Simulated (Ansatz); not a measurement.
Basis-set extrapolation for C2HFN2 (`FC1N=C=N1`) (PBE0-D4/def2-TZVP geometry, frozen core, Ansatz 0.2.0). Multiplicity 1, RHF reference.

|  | def2-TZVPP | def2-QZVPP |
| --- | --- | --- |
| HF | -284.566498 | -284.578631 |
| MP2 correlation | -0.935081 | -1.004903 |
| CCSD(T) correlation | -0.987978 | not run |

Energies in hartree. Use E(X) = E(∞) + A·exp(−7.88·√X) for Hartree–Fock and E(X) = E(∞) + B·X^(−2.97) for correlation, with X = 3 and 4, and add CCSD(T) minus MP2 of the smaller set to the MP2 limit.

What is the CCSD(T) energy at the basis-set limit?

HF limit: -284.578631 + (-0.012133) × 0.13774 = -284.58030. MP2 limit: -1.004903 + (-0.069822) × 0.74074 = -1.05662. Higher-order term: -0.987978 − (-0.935081) = -0.05290. Total: -285.68982 hartree, 84.9 kcal/mol below CCSD(T)/def2-TZVPP.
